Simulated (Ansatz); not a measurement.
Input file:

```yaml
crystal:
  periodic: [false, false, false]
  atoms:
    - {symbol: Ga, position_ang: [0.000000, 0.093764, 0.821607]}
    - {symbol: P, position_ang: [0.000000, 0.284432, -1.589191]}
    - {symbol: N, position_ang: [0.000000, -1.095724, -0.575558]}
basis:
  gaussian: {orbitals: 6-31G}
magnetization: {spin_polarized: false, initial_magnetization: 3}
correlation: {active_space: {window: {electrons: 9, orbitals: 8}, states: [{multiplicity: 4, weights: [0.5, 0.5, 1, 1]}], root: 2}}
```

```sh
$ ansatz run in.yaml --threads 1 --pin off --events-out ev --progress --plain --max-ram 2393MiB
```

The program prints:

```
958 factors; integrals over basis functions are off by at most 9.3e-8 eV
mean field evaluation 1: about -63070.5358 eV, gradient 3.0e1 eV
mean field evaluation 2: about -63070.6891 eV, gradient 3.0e1 eV
mean field evaluation 4: about -63073.7527 eV, gradient 3.5e0 eV
mean field evaluation 8: about -63073.8770 eV, gradient 7.1e-1 eV
mean field evaluation 16: about -63073.9304 eV, gradient 1.7e-5 eV
mean field evaluation 32: about -63072.1316 eV, gradient 1.4e1 eV
mean field evaluation 64: about -63073.4474 eV, gradient 1.2e0 eV
mean field evaluation 96: about -63069.1816 eV, gradient 5.9e-3 eV
mean field evaluation 128: about -63073.8569 eV, gradient 1.3e0 eV
mean field -63073.93035002 eV, -2317.9241873176 hartree, gradient 4.2e-6 eV, S^2 3.750000; 12 other end points of the search recorded, 0 dependent functions left out
reference -63073.93035002 eV, -2317.9241873176 hartree; 28, 25 occupied and 23, 26 virtual orbitals, 958 factors
state -63075.60588449 eV, -2317.9857620736 hartree
state -63074.81582716 eV, -2317.9567280025 hartree
state -63074.63658178 eV, -2317.9501408562 hartree
state -63073.93852250 eV, -2317.9244876507 hartree
Total energy: -63074.63658178 eV, -2317.9501408562 hartree
```

Natural occupations, averaged over the states: 1.9519 1.6740 1.6036 1.6002 1.0243 0.8699 0.2343 0.0417.

Ran on 1 thread of Arm Neoverse V2, shared host: 27 s wall, 0.18 GiB peak host memory.
